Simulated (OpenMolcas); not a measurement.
# triplet AlH3O, step by step

We compute the energy (UHF/STO-3G), then a single-point energy (CASSCF(2,2)/STO-3G), then the energy (CASPT2(2,2)/STO-3G), then a single-point energy (SC-NEVPT2(2,2)/STO-3G), then a single-point energy (MRCI(2,2)/STO-3G) of triplet AlH3O. 

Program for the calculation: OpenMolcas 26.06.

## 1. The structure to begin with

AlH3O: 5 atoms, total charge 0, spin state triplet. SMILES of the parent species: `[OH][AlH2]`. The shape comes from GFN2-xTB, which is rough for such elements, and wasn't checked as a minimum. That shape belongs to the parent species and isn't relaxed for this state.

Bond lengths: O1–Al2 1.635 Å, O1–H3 0.948 Å, Al2–H4 1.531 Å, Al2–H5 1.531 Å. Angles: O1–Al2–H4 120.1°, O1–Al2–H5 119.9°, Al2–O1–H3 180.0°, H4–Al2–H5 120.0°.

## 2. A single-point energy at UHF/STO-3G (run 1)

step1.inp

```
>>> EXPORT MOLCAS_PRINT=2

&GATEWAY
  BasLib
  $CurrDir
  Coord
  5
  angstrom
  O        0.466850      -0.840530       0.530140
  Al      -0.229260       0.411010      -0.259630
  H        0.871080      -1.565960       0.987920
  H       -1.146160       0.148040      -1.457320
  H        0.037500       1.847440       0.198890
  Basis
  STO-3G
  Group
  NoSym

&SEWARD

&SCF
  UHF
  Spin
  3
  Scramble
  0.25
  PrOrbitals
  1 1
```

The basis set STO-3G is read from a file made from the Basis Set Exchange's data (not shown).

Run with:

```console
$ export MOLCAS_MEM=1860
$ pymolcas step1.inp > step1.log
```

Standard output:

```text
--- Start Module: gateway ---
[...]
--- Stop Module: gateway /rc=_RC_ALL_IS_WELL_ ---
--- Start Module: seward ---
[...]
      Basis functions           17
--- Stop Module: seward /rc=_RC_ALL_IS_WELL_ ---
--- Start Module: scf ---
[...]
       Convergence after  40 Iterations
[...]
::    Total SCF energy                               -314.3188846790
[...]
      Total spin, S                                     1.0065588278
[...]
      Total electronic charge=   24.000000
      Total            charge=   -0.000000
[...]
      Dipole Moment (debye):
      Origin of the operator (angstrom)=    0.0227   -0.0418    0.0261
                   X=  2.7321E+00               Y= -4.9033E+00               Z=  3.0840E+00           Total=  6.4046E+00
      Quadrupole Moment (debye*angstrom):
[...]
--- Stop Module: scf /rc=_RC_ALL_IS_WELL_ ---
[...]
```

Wall time 2 s (1 thread of Arm Neoverse V2, shared host); peak memory 0.37 GiB.

## 3. A single-point energy at CASSCF(2,2)/STO-3G (run 2)

step2.input

```
* AlH3O CASSCF
&GATEWAY
BasLib=$CurrDir
Coord
5
angstrom
O        0.466850      -0.840530       0.530140
Al      -0.229260       0.411010      -0.259630
H        0.871080      -1.565960       0.987920
H       -1.146160       0.148040      -1.457320
H        0.037500       1.847440       0.198890
Basis=STO-3G
Group=NoSym
&SEWARD
&RASSCF
FileOrb=$CurrDir/step1.UnaOrb
Spin=3
Nactel=2 0 0
Inactive=11
Ras2=2
OrbListing=Nothing
```

The basis set STO-3G is read from a file made from the Basis Set Exchange's data (not shown).

Run with:

```console
$ export MOLCAS_MEM=1860
$ pymolcas step2.input > step2.log
```

Standard output:

```text
--- Start Module: gateway ---
[...]
--- Stop Module: gateway /rc=_RC_ALL_IS_WELL_ ---
--- Start Module: seward ---
[...]
      Basis functions           17
--- Stop Module: seward /rc=_RC_ALL_IS_WELL_ ---
--- Start Module: rasscf ---
[...]
      Number of active orbitals                  2
[...]
      Spin quantum number                      1.0
[...]
      Active orbitals                            2
[...]
      Number of CSFs                             1
[...]
      Number of root(s) required                 1
[...]
      Convergence after 14 iterations
[...]
      printout of CI-coefficients larger than  0.05 for root  1
      energy=    -314.314585
      conf/sym  11     Coeff  Weight
             1  uu   1.00000 1.00000
      Natural orbitals and occupation numbers for root  1
      sym 1:   1.000000   1.000000
      ************************************************************************************************************************
      *                                                    Final results                                                     *
[...]
::    RASSCF root number  1 Total energy:   -314.31458463
[...]
      Total electronic charge=   24.000000
      Total            charge=   -0.000000
[...]
      Dipole Moment (debye):
      Origin of the operator (angstrom)=    0.0227   -0.0418    0.0261
                   X=  2.7171E+00               Y= -4.8620E+00               Z=  3.0525E+00           Total=  6.3513E+00
      Quadrupole Moment (debye*angstrom):
[...]
--- Stop Module: rasscf /rc=_RC_ALL_IS_WELL_ ---
[...]
```

It took 1.6 s on 1 thread of Arm Neoverse V2, shared host; peak memory 0.37 GiB.

## 4. The energy at CASPT2(2,2)/STO-3G (run 3)

step3.inp

```
&GATEWAY
 BasLib
 $CurrDir
 Coord
 5
 angstrom
 O        0.466850      -0.840530       0.530140
 Al      -0.229260       0.411010      -0.259630
 H        0.871080      -1.565960       0.987920
 H       -1.146160       0.148040      -1.457320
 H        0.037500       1.847440       0.198890
 Basis
 STO-3G
 Group
 NoSym

&SEWARD

&RASSCF
 FileOrb
 $CurrDir/step2.RasOrb
 Spin
 3
 Nactel
 2 0 0
 Inactive
 11
 Ras2
 2
 OrbListing
 Nothing

&CASPT2
 Imaginary
 0.1
 Frozen
 6
```

The basis set STO-3G is read from a file made from the Basis Set Exchange's data (not shown).

Run with:

```console
$ export MOLCAS_MEM=1860
$ pymolcas step3.inp > step3.log
```

Standard output:

```text
--- Start Module: gateway ---
[...]
--- Stop Module: gateway /rc=_RC_ALL_IS_WELL_ ---
[...]
      Basis functions           17
[...]
--- Start Module: rasscf ---
[...]
      Number of active orbitals                  2
[...]
      Spin quantum number                      1.0
[...]
      Active orbitals                            2
[...]
      Number of CSFs                             1
[...]
      Number of root(s) required                 1
[...]
      Convergence after  4 iterations
[...]
      printout of CI-coefficients larger than  0.05 for root  1
      energy=    -314.314585
      conf/sym  11     Coeff  Weight
             1  uu   1.00000 1.00000
      Natural orbitals and occupation numbers for root  1
      sym 1:   1.000000   1.000000
      ************************************************************************************************************************
      *                                                    Final results                                                     *
[...]
::    RASSCF root number  1 Total energy:   -314.31458463
[...]
      Total electronic charge=   24.000000
      Total            charge=   -0.000000
[...]
      Dipole Moment (debye):
      Origin of the operator (angstrom)=    0.0227   -0.0418    0.0261
                   X=  2.7171E+00               Y= -4.8620E+00               Z=  3.0525E+00           Total=  6.3514E+00
      Quadrupole Moment (debye*angstrom):
[...]
--- Stop Module: rasscf /rc=_RC_ALL_IS_WELL_ ---
--- Start Module: caspt2 ---
[...]
 ###    WARNING: User changed nr of frozen orbitals.                         ###
 ###############################################################################
[...]
      E2 (Variational):          -0.0487388085
      Total energy:            -314.3633234360
[...]
      Reference weight:           0.97701
[...]
::    CASPT2 Root  1     Total energy:   -314.36332344
[...]
--- Stop Module: caspt2 /rc=_RC_ALL_IS_WELL_ ---
[...]
```

It took 1.6 s on 1 thread of Arm Neoverse V2, shared host; peak memory 0.37 GiB.

## 5. A single-point energy at SC-NEVPT2(2,2)/STO-3G (run 4)

step4.inp

```
&GATEWAY
 BasLib = $CurrDir
 Coord
 5
 angstrom
 O        0.466850      -0.840530       0.530140
 Al      -0.229260       0.411010      -0.259630
 H        0.871080      -1.565960       0.987920
 H       -1.146160       0.148040      -1.457320
 H        0.037500       1.847440       0.198890
 Basis = STO-3G
 Group = NoSym

&SEWARD

&RASSCF
 FileOrb = $CurrDir/step2.RasOrb
 Spin = 3
 Nactel = 2 0 0
 Inactive = 11
 Ras2 = 2
 OrbListing = Nothing

&CASPT2
 SC-NEVPT2
 Frozen = 6
```

The basis set STO-3G is read from a file made from the Basis Set Exchange's data (not shown).

Run with:

```console
$ export MOLCAS_MEM=1860
$ pymolcas step4.inp > step4.log
```

Standard output:

```text
--- Start Module: gateway ---

                                              &GATEWAY

                       available to each process: 1.9 GB of memory, 1 thread

 Basis Set     1 Label: O.STO-3G
 Basis set is read from library:.
 basistype.tbl is not found

 Basis Set     2 Label: AL.STO-3G
 Basis set is read from library:.
 basistype.tbl is not found

 Basis Set     3 Label: H.STO-3G
 Basis set is read from library:.
 basistype.tbl is not found

++    Symmetry information:
      ---------------------

                    Character Table for C1

                             E
                    a        1  x, y, xy, Rz, z, xz, Ry, yz, Rx, I
--

++    Basis set information:
      ----------------------

      Basis set label: O.STO-3G.........

      Electronic valence basis set:
      ------------------
      Associated Effective Charge   8.000000 au
      Associated Actual Charge      8.000000 au
      Nuclear Model: Point charge

      Shell  nPrim  nBasis  Cartesian Spherical Contaminant
         s       6       2        X
[... 121 lines left out ...]
      Nuclear repulsion energy =   53.34374416
[... 76 lines left out ...]
      Convergence after  4 iterations
[... 10 lines left out ...]
      printout of CI-coefficients larger than  0.05 for root  1
[... 1 line left out ...]
      conf/sym  11     Coeff  Weight
[... 6 lines left out ...]
      *                                                    Final results                                                     *
[... 6 lines left out ...]
      RASSCF energy for state  1                   -314.31458463
[... 12 lines left out ...]
::    RASSCF root number  1 Total energy:   -314.31458463
[... 29 lines left out ...]
      Dipole Moment (debye):
[... 28 lines left out ...]
      Spin density orbitals for root   1 are written to the SPDORB.1 file
[... 56 lines left out ...]
      Imaginary shift                            0.00
[... 11 lines left out ...]
++ NEVPT2 computation for group   1

********************************************************************************
 Multi-State initialization phase begins for group   1
--------------------------------------------------------------------------------
********************************************************************************
 Compute H0 matrices for state    1
--------------------------------------------------------------------------------
--------------------------------------------------------------------------------
 H0 matrices have been computed.

********************************************************************************
  NEVPT2 EQUATION SOLUTION
--------------------------------------------------------------------------------
 ###############################################################################
 ###    Location: AixRd                                                      ###
 ###    File: LUCIEX                                                         ###
 ###    Premature abort while reading buffer from disk                       ###
 ###    End of file reached                                                  ###
 ###############################################################################

--- Stop Module: caspt2 /rc=-6 ---

.########################.
.# Non-zero return code #.
.########################.

    Timing: Wall=1.38 User=1.03 System=0.33
```

Run time: 1.6 s. Hardware: 1 thread of Arm Neoverse V2, shared host; peak memory 0.37 GiB.

The run ended with an error.

## 6. A single-point energy at MRCI(2,2)/STO-3G (run 5)

step5.inp

```
&GATEWAY
  BASLIB=$CurrDir
  COORD
  5
  angstrom
  O        0.466850      -0.840530       0.530140
  Al      -0.229260       0.411010      -0.259630
  H        0.871080      -1.565960       0.987920
  H       -1.146160       0.148040      -1.457320
  H        0.037500       1.847440       0.198890
  BASIS=STO-3G
  GROUP=NoSym

&SEWARD

&RASSCF
  FILEORB=$CurrDir/step2.RasOrb
  SPIN=3
  NACTEL=2 0 0
  INACTIVE=11
  RAS2=2
  ORBLISTING=Nothing

&MOTRA
  LUMORB
  FROZEN=6

&GUGA
  ELECTRONS=12
  SPIN=3
  INACTIVE=5
  ACTIVE=2
  CIALL=1

&MRCI
  SDCI
```

The basis set STO-3G is read from a file made from the Basis Set Exchange's data (not shown).

Run with:

```console
$ export MOLCAS_MEM=1860
$ pymolcas step5.inp > step5.log
```

Standard output:

```text
--- Start Module: gateway ---
[...]
--- Stop Module: gateway /rc=_RC_ALL_IS_WELL_ ---
[...]
      Basis functions           17
[...]
      Number of active orbitals                  2
[...]
      Spin quantum number                      1.0
[...]
      Active orbitals                            2
[...]
      Number of CSFs                             1
[...]
      Number of root(s) required                 1
[...]
      Convergence after  4 iterations
[...]
      printout of CI-coefficients larger than  0.05 for root  1
      energy=    -314.314585
      conf/sym  11     Coeff  Weight
             1  uu   1.00000 1.00000
      Natural orbitals and occupation numbers for root  1
      sym 1:   1.000000   1.000000
      ************************************************************************************************************************
      *                                                    Final results                                                     *
[...]
::    RASSCF root number  1 Total energy:   -314.31458463
[...]
      Dipole Moment (debye):
      Origin of the operator (angstrom)=    0.0227   -0.0418    0.0261
                   X=  2.7171E+00               Y= -4.8620E+00               Z=  3.0525E+00           Total=  6.3514E+00
      Quadrupole Moment (debye*angstrom):
[...]
      *** WARNING: Default frozen orbitals is overwritten by user input.
      *** Default values:   3
[...]
--- Start Module: guga ---
[...]
--- Stop Module: guga /rc=_RC_ALL_IS_WELL_ ---
--- Start Module: mrci ---
[...]
       (But an ACPF correction will be computed)
       USE THE DEFAULT ACPF G-VALUE GFAC=  0.16666666666666666
[...]
                      CI ENERGY:  -314.38728072
[...]
                ACPF CORRECTION:    -0.00434976
[...]
      Total electronic charge=   24.000000
      Total            charge=   -0.000000
[...]
     ACPF CORRECTION:     -0.00434976
[...]
  CI State   1     Total energy:   -314.38728072     QDav:     -0.00528293     QACPF:     -0.00434976
[...]
--- Stop Module: mrci /rc=_RC_ALL_IS_WELL_ ---
[...]
```

It took 1.7 s on 1 thread of Arm Neoverse V2, shared host; peak memory 0.36 GiB.

## 7. Summary of results

| quantity | value |
| --- | --- |
| run 1, UHF/STO-3G: total energy | -314.31888 Eh |
| run 1, UHF/STO-3G: dipole moment | 6.40 D |
| run 1, UHF/STO-3G: ⟨S²⟩ | 2.020 |
| run 2, CASSCF(2,2)/STO-3G: total energy | -314.31458 Eh |
| run 2, CASSCF(2,2)/STO-3G: dipole moment (CASSCF density) | 6.35 D |
| run 3, CASPT2(2,2)/STO-3G: total energy | -314.36332 Eh |
| run 3, CASPT2(2,2)/STO-3G: dipole moment (CASSCF density) | 6.35 D |
| run 5, MRCI(2,2)/STO-3G: total energy | -314.38728 Eh |
| run 5, MRCI(2,2)/STO-3G: dipole moment (CASSCF density) | 6.35 D |
| run 4, SC-NEVPT2(2,2)/STO-3G | no result (crashed) |

Mulliken charges (run 1, UHF/STO-3G) run from -0.28 on H5 to +0.41 on Al2; they depend strongly on the basis. Mulliken charges (run 5, MRCI(2,2)/STO-3G) of the CASSCF density run from -0.28 on H5 to +0.41 on Al2. 1 of the 5 runs did not end normally.
